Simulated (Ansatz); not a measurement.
**AlBHF (triplet): wB97M-V, B2PLYP, RPA-PBE over vertical spin and charge gaps and displaced geometries, cc-pVDZ, part 1 of 2**

How well do these functionals follow the top wave-function level for AlBHF (triplet) over vertical spin and charge gaps and displaced geometries?

Method: cc-pVDZ, all electrons in the functionals, frozen cores in the correlation of double hybrids and RPA; program: Ansatz 0.2.0, Gaussian basis.

To be run: wB97M-V, B2PLYP, RPA-PBE, at charge 0, triplet; charge 0, singlet; charge 0, quintet; charge 1, doublet; charge 1, quartet; displaced geometry v1; displaced geometry v2.

26 further runs of the same task are left out: 9 that didn't finish, 17 set aside as unsound or not needed.

### Step 1. The system

The geometry is a PBE0/def2-TZVP stationary point (not a proven minimum).

4 atoms, charge 0, spin multiplicity 3.

Atoms are counted from 1 here; the program's logs count them from 0.

Bond lengths: Al1–B2 2.110 Å, B2–F3 1.327 Å, B2–H4 1.205 Å. Angles: Al1–B2–F3 126.1°, Al1–B2–H4 112.4°, F3–B2–H4 121.5°.

No dispersion term is added; wB97M-V holds VV10 nonlocal correlation.

The geometry shown and the zero of energy belong to the point charge 0, triplet. The yardstick, UCCSDT(Q), and other wave-function levels (R restricted, U unrestricted, valence and pair active spaces) come from earlier runs.

### Step 2. wB97M-V, charge 0, triplet

in.yaml reads:

```yaml
crystal:
  periodic: [false, false, false]
  atoms:
    - {symbol: Al, position_ang: [0.000000, -0.075183, 1.427166]}
    - {symbol: B, position_ang: [0.000000, 0.523760, -0.596061]}
    - {symbol: F, position_ang: [0.000000, -0.282645, -1.649481]}
    - {symbol: H, position_ang: [0.000000, 1.722317, -0.719901]}
basis:
  gaussian: {orbitals: cc-pVDZ}
magnetization: {spin_polarized: true, initial_magnetization: 2}
hamiltonian: {xc: {name: wB97M-V}}
output: {forces: true, orbitals: {seedname: orbitals}}
```

The run is started by

```console
ansatz run in.yaml --threads 1 --pin off --events-out ev --progress --plain --max-ram 2393MiB
```

Standard output, shortened:

```text
Functional definition: wB97M-V
  name "wB97M-V"
  cite "Mardirossian & Head-Gordon, J. Chem. Phys. 144, 214110 (2016) doi:10.1063/1.4952647"
  cite "Becke, J. Chem. Phys. 107, 8554 (1997) doi:10.1063/1.475007"
  cite "Vydrov & Van Voorhis, J. Chem. Phys. 133, 244103 (2010) doi:10.1063/1.3521275"
  # Of w^i u^j: cxij and so on, Table III.
[...]
  gx(w, u) = 1 - cx + cx01*u + cx10*w
  gss(w, u) = css00 + css04*u^4 + css10*w + css20*w^2 + css43*w^4*u^3
  gos(w, u) = cos00 + cos10*w + (cos20 + cos21*u)*w^2 + (cos60 + cos61*u)*w^6
[...]
      + integral(e_c_pw_mod_opposite_spin*gos(b97_w_opposite, b97_u_opposite)) + vv10(b, c)
484 factors; integrals over basis functions are off by at most 1.3e-3 eV
154 factors; integrals over basis functions are off by at most 2.1e-5 eV
[...]
mean field -10003.33492535 eV, -367.6157780028 hartree, gradient 5.3e-5 eV, S^2 2.004062; 1 other end points of the search recorded, 0 dependent functions left out
[...]
reference -10003.33495912 eV, -367.6157792436 hartree; 15, 13 occupied and 36, 38 virtual orbitals, 484 factors
Total energy: -10003.33495912 eV, -367.6157792436 hartree
Atom 0 at     0.000000    -0.075183     1.427166 Å, force     0.000000    -0.014272     0.002052 eV/Å
Atom 1 at     0.000000     0.523760    -0.596061 Å, force    -0.000000     0.317952     0.504287 eV/Å
Atom 2 at     0.000000    -0.282645    -1.649481 Å, force     0.000000    -0.463441    -0.522533 eV/Å
Atom 3 at     0.000000     1.722317    -0.719901 Å, force    -0.000000     0.159761     0.016194 eV/Å
Dipole moment:    -0.000000    -0.013439     0.352203 e Å
```

Run time: 12 s. Hardware: 1 thread of Arm Neoverse V1, shared host.

From the report: ⟨S²⟩ of the determinant 2.004 (pure triplet: 2.00).

### Step 3. wB97M-V, charge 0, singlet

Changes to in.yaml since step 2:

```diff
@@ -9,4 +9,4 @@
   gaussian: {orbitals: cc-pVDZ}
-magnetization: {spin_polarized: true, initial_magnetization: 2}
+magnetization: {spin_polarized: true, initial_magnetization: 0}
 hamiltonian: {xc: {name: wB97M-V}}
-output: {forces: true, orbitals: {seedname: orbitals}}
+output: {orbitals: {seedname: orbitals}}
```

Same command.

Standard output, shortened:

```text
Functional definition: wB97M-V
  name "wB97M-V"
  cite "Mardirossian & Head-Gordon, J. Chem. Phys. 144, 214110 (2016) doi:10.1063/1.4952647"
  cite "Becke, J. Chem. Phys. 107, 8554 (1997) doi:10.1063/1.475007"
  cite "Vydrov & Van Voorhis, J. Chem. Phys. 133, 244103 (2010) doi:10.1063/1.3521275"
  # Of w^i u^j: cxij and so on, Table III.
[...]
  gx(w, u) = 1 - cx + cx01*u + cx10*w
  gss(w, u) = css00 + css04*u^4 + css10*w + css20*w^2 + css43*w^4*u^3
  gos(w, u) = cos00 + cos10*w + (cos20 + cos21*u)*w^2 + (cos60 + cos61*u)*w^6
[...]
      + integral(e_c_pw_mod_opposite_spin*gos(b97_w_opposite, b97_u_opposite)) + vv10(b, c)
484 factors; integrals over basis functions are off by at most 1.3e-3 eV
154 factors; integrals over basis functions are off by at most 2.1e-5 eV
[...]
mean field -10004.00555407 eV, -367.6404231534 hartree, gradient 1.8e-6 eV, S^2 0.000000; 3 other end points of the search recorded, 0 dependent functions left out
reference -10004.00558953 eV, -367.6404244566 hartree; 14, 14 occupied and 37, 37 virtual orbitals, 484 factors
Total energy: -10004.00558953 eV, -367.6404244566 hartree
```

It took 11 s on 1 thread of Arm Neoverse V1, shared host.

From the report: ⟨S²⟩ of the determinant 0.000 (pure singlet: 0.00).

From charge 0, triplet: -64.7 kJ/mol.

### Step 4. wB97M-V, charge 0, quintet

Changes to in.yaml since step 3:

```diff
@@ -9,4 +9,4 @@
   gaussian: {orbitals: cc-pVDZ}
-magnetization: {spin_polarized: true, initial_magnetization: 0}
+magnetization: {spin_polarized: true, initial_magnetization: 4}
 hamiltonian: {xc: {name: wB97M-V}}
-output: {orbitals: {seedname: orbitals}}
+output: {forces: true, orbitals: {seedname: orbitals}}
```

Same command.

Standard output, shortened:

```text
Functional definition: wB97M-V
  name "wB97M-V"
  cite "Mardirossian & Head-Gordon, J. Chem. Phys. 144, 214110 (2016) doi:10.1063/1.4952647"
  cite "Becke, J. Chem. Phys. 107, 8554 (1997) doi:10.1063/1.475007"
  cite "Vydrov & Van Voorhis, J. Chem. Phys. 133, 244103 (2010) doi:10.1063/1.3521275"
  # Of w^i u^j: cxij and so on, Table III.
[...]
  gx(w, u) = 1 - cx + cx01*u + cx10*w
  gss(w, u) = css00 + css04*u^4 + css10*w + css20*w^2 + css43*w^4*u^3
  gos(w, u) = cos00 + cos10*w + (cos20 + cos21*u)*w^2 + (cos60 + cos61*u)*w^6
[...]
      + integral(e_c_pw_mod_opposite_spin*gos(b97_w_opposite, b97_u_opposite)) + vv10(b, c)
484 factors; integrals over basis functions are off by at most 1.3e-3 eV
154 factors; integrals over basis functions are off by at most 2.1e-5 eV
[...]
mean field -9999.10424604 eV, -367.4603034058 hartree, gradient 4.4e-5 eV, S^2 6.001176; 0 other end points of the search recorded, 0 dependent functions left out
[...]
reference -9999.10428432 eV, -367.4603048125 hartree; 16, 12 occupied and 35, 39 virtual orbitals, 484 factors
Total energy: -9999.10428432 eV, -367.4603048125 hartree
Atom 0 at     0.000000    -0.075183     1.427166 Å, force     0.000000     0.083138     0.355255 eV/Å
Atom 1 at     0.000000     0.523760    -0.596061 Å, force    -0.000000    -0.707108    -0.732290 eV/Å
Atom 2 at     0.000000    -0.282645    -1.649481 Å, force     0.000000    -0.024840     0.062391 eV/Å
Atom 3 at     0.000000     1.722317    -0.719901 Å, force    -0.000000     0.648810     0.314643 eV/Å
Dipole moment:    -0.000000     0.162332     0.009069 e Å
```

Wall time 9.5 s (1 thread of Arm Neoverse V1, shared host).

From the report: ⟨S²⟩ of the determinant 6.001 (pure quintet: 6.00).

From charge 0, triplet: +408.2 kJ/mol.

### Step 5. wB97M-V, charge 1, doublet

Changes to in.yaml since step 4:

```diff
@@ -9,4 +9,5 @@
   gaussian: {orbitals: cc-pVDZ}
-magnetization: {spin_polarized: true, initial_magnetization: 4}
+total_charge: 1
+magnetization: {spin_polarized: true, initial_magnetization: 1}
 hamiltonian: {xc: {name: wB97M-V}}
-output: {forces: true, orbitals: {seedname: orbitals}}
+output: {orbitals: {seedname: orbitals}}
```

The command is unchanged.

Standard output, shortened:

```text
Functional definition: wB97M-V
  name "wB97M-V"
  cite "Mardirossian & Head-Gordon, J. Chem. Phys. 144, 214110 (2016) doi:10.1063/1.4952647"
  cite "Becke, J. Chem. Phys. 107, 8554 (1997) doi:10.1063/1.475007"
  cite "Vydrov & Van Voorhis, J. Chem. Phys. 133, 244103 (2010) doi:10.1063/1.3521275"
  # Of w^i u^j: cxij and so on, Table III.
[...]
  gx(w, u) = 1 - cx + cx01*u + cx10*w
  gss(w, u) = css00 + css04*u^4 + css10*w + css20*w^2 + css43*w^4*u^3
  gos(w, u) = cos00 + cos10*w + (cos20 + cos21*u)*w^2 + (cos60 + cos61*u)*w^6
[...]
      + integral(e_c_pw_mod_opposite_spin*gos(b97_w_opposite, b97_u_opposite)) + vv10(b, c)
484 factors; integrals over basis functions are off by at most 1.3e-3 eV
154 factors; integrals over basis functions are off by at most 2.1e-5 eV
[...]
mean field -9996.70490807 eV, -367.3721293615 hartree, gradient 8.2e-5 eV, S^2 0.755103; 0 other end points of the search recorded, 0 dependent functions left out
reference -9996.70494449 eV, -367.3721307000 hartree; 14, 13 occupied and 37, 38 virtual orbitals, 484 factors
Total energy: -9996.70494449 eV, -367.3721307000 hartree
```

Run time: 8.5 s. Hardware: 1 thread of Arm Neoverse V1, shared host.

From the report: ⟨S²⟩ of the determinant 0.755 (pure doublet: 0.75).

From charge 0, triplet: +639.7 kJ/mol.

### Step 6. wB97M-V, charge 1, quartet

Changes to in.yaml since step 5:

```diff
@@ -10,4 +10,4 @@
 total_charge: 1
-magnetization: {spin_polarized: true, initial_magnetization: 1}
+magnetization: {spin_polarized: true, initial_magnetization: 3}
 hamiltonian: {xc: {name: wB97M-V}}
-output: {orbitals: {seedname: orbitals}}
+output: {forces: true, orbitals: {seedname: orbitals}}
```

Launched as before.

Standard output, shortened:

```text
Functional definition: wB97M-V
  name "wB97M-V"
  cite "Mardirossian & Head-Gordon, J. Chem. Phys. 144, 214110 (2016) doi:10.1063/1.4952647"
  cite "Becke, J. Chem. Phys. 107, 8554 (1997) doi:10.1063/1.475007"
  cite "Vydrov & Van Voorhis, J. Chem. Phys. 133, 244103 (2010) doi:10.1063/1.3521275"
  # Of w^i u^j: cxij and so on, Table III.
[...]
  gx(w, u) = 1 - cx + cx01*u + cx10*w
  gss(w, u) = css00 + css04*u^4 + css10*w + css20*w^2 + css43*w^4*u^3
  gos(w, u) = cos00 + cos10*w + (cos20 + cos21*u)*w^2 + (cos60 + cos61*u)*w^6
[...]
      + integral(e_c_pw_mod_opposite_spin*gos(b97_w_opposite, b97_u_opposite)) + vv10(b, c)
484 factors; integrals over basis functions are off by at most 1.3e-3 eV
154 factors; integrals over basis functions are off by at most 2.1e-5 eV
[...]
mean field -9992.71868224 eV, -367.2256382645 hartree, gradient 3.9e-5 eV, S^2 3.752228; 1 other end points of the search recorded, 0 dependent functions left out
[...]
reference -9992.71871735 eV, -367.2256395545 hartree; 15, 12 occupied and 36, 39 virtual orbitals, 484 factors
Total energy: -9992.71871735 eV, -367.2256395545 hartree
Atom 0 at     0.000000    -0.075183     1.427166 Å, force     0.000000     0.291762     0.015580 eV/Å
Atom 1 at     0.000000     0.523760    -0.596061 Å, force    -0.000000    -2.031942    -1.462153 eV/Å
Atom 2 at     0.000000    -0.282645    -1.649481 Å, force     0.000000     0.617853     0.959623 eV/Å
Atom 3 at     0.000000     1.722317    -0.719901 Å, force    -0.000000     1.122327     0.486951 eV/Å
Dipole moment:     0.000000     0.190511     0.937105 e Å
```

Run time: 12 s. Hardware: 1 thread of Arm Neoverse V1, shared host.

From the report: ⟨S²⟩ of the determinant 3.752 (pure quartet: 3.75).

From charge 0, triplet: +1024.3 kJ/mol.

### Step 7. wB97M-V, displaced geometry v1

in.yaml reads:

```yaml
crystal:
  periodic: [false, false, false]
  atoms:
    - {symbol: Al, position_ang: [-0.014366, -0.086010, 1.447343]}
    - {symbol: B, position_ang: [-0.015199, 0.496790, -0.587037]}
    - {symbol: F, position_ang: [0.032765, -0.250305, -1.683070]}
    - {symbol: H, position_ang: [-0.070012, 1.691843, -0.723688]}
basis:
  gaussian: {orbitals: cc-pVDZ}
magnetization: {spin_polarized: true, initial_magnetization: 2}
hamiltonian: {xc: {name: wB97M-V}}
output: {orbitals: {seedname: orbitals}}
```

Launched as before.

Standard output, shortened:

```text
Functional definition: wB97M-V
  name "wB97M-V"
  cite "Mardirossian & Head-Gordon, J. Chem. Phys. 144, 214110 (2016) doi:10.1063/1.4952647"
  cite "Becke, J. Chem. Phys. 107, 8554 (1997) doi:10.1063/1.475007"
  cite "Vydrov & Van Voorhis, J. Chem. Phys. 133, 244103 (2010) doi:10.1063/1.3521275"
  # Of w^i u^j: cxij and so on, Table III.
[...]
  gx(w, u) = 1 - cx + cx01*u + cx10*w
  gss(w, u) = css00 + css04*u^4 + css10*w + css20*w^2 + css43*w^4*u^3
  gos(w, u) = cos00 + cos10*w + (cos20 + cos21*u)*w^2 + (cos60 + cos61*u)*w^6
[...]
      + integral(e_c_pw_mod_opposite_spin*gos(b97_w_opposite, b97_u_opposite)) + vv10(b, c)
484 factors; integrals over basis functions are off by at most 1.3e-3 eV
154 factors; integrals over basis functions are off by at most 2.1e-5 eV
[...]
mean field -10003.31985843 eV, -367.6152243035 hartree, gradient 4.3e-5 eV, S^2 2.004149; 2 other end points of the search recorded, 0 dependent functions left out
reference -10003.31989210 eV, -367.6152255408 hartree; 15, 13 occupied and 36, 38 virtual orbitals, 484 factors
Total energy: -10003.31989210 eV, -367.6152255408 hartree
```

Run time: 12 s. Hardware: 1 thread of Arm Neoverse V1, shared host.

From the report: ⟨S²⟩ of the determinant 2.004 (pure triplet: 2.00).

From charge 0, triplet: +1.5 kJ/mol.

### Step 8. wB97M-V, displaced geometry v2

in.yaml reads:

```yaml
crystal:
  periodic: [false, false, false]
  atoms:
    - {symbol: Al, position_ang: [0.059938, -0.067461, 1.423498]}
    - {symbol: B, position_ang: [-0.104937, 0.539856, -0.588135]}
    - {symbol: F, position_ang: [-0.028316, -0.298973, -1.649735]}
    - {symbol: H, position_ang: [0.054792, 1.650719, -0.701941]}
basis:
  gaussian: {orbitals: cc-pVDZ}
magnetization: {spin_polarized: true, initial_magnetization: 2}
hamiltonian: {xc: {name: wB97M-V}}
output: {forces: true, orbitals: {seedname: orbitals}}
```

Launched as before.

Standard output, shortened:

```text
Functional definition: wB97M-V
  name "wB97M-V"
  cite "Mardirossian & Head-Gordon, J. Chem. Phys. 144, 214110 (2016) doi:10.1063/1.4952647"
  cite "Becke, J. Chem. Phys. 107, 8554 (1997) doi:10.1063/1.475007"
  cite "Vydrov & Van Voorhis, J. Chem. Phys. 133, 244103 (2010) doi:10.1063/1.3521275"
  # Of w^i u^j: cxij and so on, Table III.
[...]
  gx(w, u) = 1 - cx + cx01*u + cx10*w
  gss(w, u) = css00 + css04*u^4 + css10*w + css20*w^2 + css43*w^4*u^3
  gos(w, u) = cos00 + cos10*w + (cos20 + cos21*u)*w^2 + (cos60 + cos61*u)*w^6
[...]
      + integral(e_c_pw_mod_opposite_spin*gos(b97_w_opposite, b97_u_opposite)) + vv10(b, c)
484 factors; integrals over basis functions are off by at most 1.2e-3 eV
154 factors; integrals over basis functions are off by at most 1.9e-5 eV
[...]
mean field -10003.20013798 eV, -367.6108246582 hartree, gradient 4.2e-5 eV, S^2 2.004264; 2 other end points of the search recorded, 0 dependent functions left out
[...]
reference -10003.20017175 eV, -367.6108258993 hartree; 15, 13 occupied and 36, 38 virtual orbitals, 484 factors
Total energy: -10003.20017175 eV, -367.6108258993 hartree
Atom 0 at     0.059938    -0.067461     1.423498 Å, force    -0.168406    -0.045256     0.053193 eV/Å
Atom 1 at    -0.104937     0.539856    -0.588135 Å, force     0.467618    -2.416779    -0.056422 eV/Å
Atom 2 at    -0.028316    -0.298973    -1.649735 Å, force    -0.310165     0.134360     0.240997 eV/Å
Atom 3 at     0.054792     1.650719    -0.701941 Å, force     0.010953     2.327676    -0.237769 eV/Å
Dipole moment:     0.022851     0.013547     0.387029 e Å
```

Wall time 13 s (1 thread of Arm Neoverse V1, shared host).

From the report: ⟨S²⟩ of the determinant 2.004 (pure triplet: 2.00).

From charge 0, triplet: +13.0 kJ/mol.

### Step 9. B2PLYP, charge 0, triplet

in.yaml reads:

```yaml
crystal:
  periodic: [false, false, false]
  atoms:
    - {symbol: Al, position_ang: [0.000000, -0.075183, 1.427166]}
    - {symbol: B, position_ang: [0.000000, 0.523760, -0.596061]}
    - {symbol: F, position_ang: [0.000000, -0.282645, -1.649481]}
    - {symbol: H, position_ang: [0.000000, 1.722317, -0.719901]}
basis:
  gaussian: {orbitals: cc-pVDZ}
magnetization: {spin_polarized: true, initial_magnetization: 2}
hamiltonian: {xc: {name: B2PLYP}}
correlation: {electrons: outside_noble_gas}
```

Launched as before.

Standard output, shortened:

```text
Functional definition: B2PLYP
  name "B2PLYP"
  cite "Grimme, J. Chem. Phys. 124, 034108 (2006) doi:10.1063/1.2148954"
  cite "Becke, Phys. Rev. A 38, 3098 (1988) doi:10.1103/PhysRevA.38.3098"
  cite "Lee, Yang & Parr, Phys. Rev. B 37, 785 (1988) doi:10.1103/PhysRevB.37.785"
[...]
484 factors; integrals over basis functions are off by at most 1.3e-3 eV
[...]
mean field -9996.12381673 eV, -367.3507746487 hartree, gradient 4.5e-6 eV, S^2 2.010637; 4 other end points of the search recorded, 0 dependent functions left out
7 core orbitals not correlated: weight in the atoms' cores, before any rotation towards them, 1.000 or more for the frozen orbitals, at most 0.000 for the correlated occupied ones
reference -9996.12394147 eV, -367.3507792330 hartree; 8, 6 occupied and 36, 38 virtual orbitals, 484 factors
second order -10.18527436 eV of doubles, -0.00000000 eV of singles
Total energy: -9998.87396555 eV, -367.4518407538 hartree
```

Run time: 3 s. Hardware: 1 thread of Arm Neoverse V1, shared host.

From the report: ⟨S²⟩ of the determinant 2.011 (pure triplet: 2.00).

### Step 10. B2PLYP, charge 0, singlet

Changes to in.yaml since step 9:

```diff
@@ -9,3 +9,3 @@
   gaussian: {orbitals: cc-pVDZ}
-magnetization: {spin_polarized: true, initial_magnetization: 2}
+magnetization: {spin_polarized: true, initial_magnetization: 0}
 hamiltonian: {xc: {name: B2PLYP}}
```

Same command.

Standard output, shortened:

```text
Functional definition: B2PLYP
  name "B2PLYP"
  cite "Grimme, J. Chem. Phys. 124, 034108 (2006) doi:10.1063/1.2148954"
  cite "Becke, Phys. Rev. A 38, 3098 (1988) doi:10.1103/PhysRevA.38.3098"
  cite "Lee, Yang & Parr, Phys. Rev. B 37, 785 (1988) doi:10.1103/PhysRevB.37.785"
[...]
484 factors; integrals over basis functions are off by at most 1.3e-3 eV
[...]
mean field -9996.62075489 eV, -367.3690367893 hartree, gradient 1.7e-6 eV, S^2 0.413471; 8 other end points of the search recorded, 0 dependent functions left out
7 core orbitals not correlated: weight in the atoms' cores, before any rotation towards them, 1.000 or more for the frozen orbitals, at most 0.000 for the correlated occupied ones
reference -9996.62088083 eV, -367.3690414175 hartree; 7, 7 occupied and 37, 37 virtual orbitals, 484 factors
second order -10.02920493 eV of doubles, -0.00000000 eV of singles
Total energy: -9999.32876616 eV, -367.4685543680 hartree
```

It took 7.5 s on 1 thread of Arm Neoverse V1, shared host.

From the report: ⟨S²⟩ of the determinant 0.413 (pure singlet: 0.00).

From charge 0, triplet: -43.9 kJ/mol.

### Step 11. B2PLYP, charge 0, quintet

Changes to in.yaml since step 10:

```diff
@@ -9,3 +9,3 @@
   gaussian: {orbitals: cc-pVDZ}
-magnetization: {spin_polarized: true, initial_magnetization: 0}
+magnetization: {spin_polarized: true, initial_magnetization: 4}
 hamiltonian: {xc: {name: B2PLYP}}
```

The command is unchanged.

Standard output, shortened:

```text
Functional definition: B2PLYP
  name "B2PLYP"
  cite "Grimme, J. Chem. Phys. 124, 034108 (2006) doi:10.1063/1.2148954"
  cite "Becke, Phys. Rev. A 38, 3098 (1988) doi:10.1103/PhysRevA.38.3098"
  cite "Lee, Yang & Parr, Phys. Rev. B 37, 785 (1988) doi:10.1103/PhysRevB.37.785"
[...]
484 factors; integrals over basis functions are off by at most 1.3e-3 eV
[...]
mean field -9992.30910494 eV, -367.2105865761 hartree, gradient 8.3e-6 eV, S^2 6.003314; 0 other end points of the search recorded, 0 dependent functions left out
7 core orbitals not correlated: weight in the atoms' cores, before any rotation towards them, 1.000 or more for the frozen orbitals, at most 0.000 for the correlated occupied ones
reference -9992.30922529 eV, -367.2105909991 hartree; 9, 5 occupied and 35, 39 virtual orbitals, 484 factors
second order -9.43086505 eV of doubles, -0.00000000 eV of singles
Total energy: -9994.85555886 eV, -367.3041670315 hartree
```

Run time: 2.1 s. Hardware: 1 thread of Arm Neoverse V1, shared host.

From the report: ⟨S²⟩ of the determinant 6.003 (pure quintet: 6.00).

From charge 0, triplet: +387.7 kJ/mol.

### Step 12. B2PLYP, charge 1, doublet

Changes to in.yaml since step 11:

```diff
@@ -9,3 +9,4 @@
   gaussian: {orbitals: cc-pVDZ}
-magnetization: {spin_polarized: true, initial_magnetization: 4}
+total_charge: 1
+magnetization: {spin_polarized: true, initial_magnetization: 1}
 hamiltonian: {xc: {name: B2PLYP}}
```

Same command.

Standard output, shortened:

```text
Functional definition: B2PLYP
  name "B2PLYP"
  cite "Grimme, J. Chem. Phys. 124, 034108 (2006) doi:10.1063/1.2148954"
  cite "Becke, Phys. Rev. A 38, 3098 (1988) doi:10.1103/PhysRevA.38.3098"
  cite "Lee, Yang & Parr, Phys. Rev. B 37, 785 (1988) doi:10.1103/PhysRevB.37.785"
[...]
484 factors; integrals over basis functions are off by at most 1.3e-3 eV
[...]
mean field -9989.55378691 eV, -367.1093305061 hartree, gradient 1.8e-6 eV, S^2 0.764238; 2 other end points of the search recorded, 0 dependent functions left out
7 core orbitals not correlated: weight in the atoms' cores, before any rotation towards them, 1.000 or more for the frozen orbitals, at most 0.000 for the correlated occupied ones
reference -9989.55391022 eV, -367.1093350377 hartree; 7, 6 occupied and 37, 38 virtual orbitals, 484 factors
second order -9.65083177 eV of doubles, -0.00000000 eV of singles
Total energy: -9992.15963480 eV, -367.2050936498 hartree
```

Run time: 6 s. Hardware: 1 thread of Arm Neoverse V1, shared host.

From the report: ⟨S²⟩ of the determinant 0.764 (pure doublet: 0.75).

From charge 0, triplet: +647.8 kJ/mol.

(Continued in part 2 of 2.)
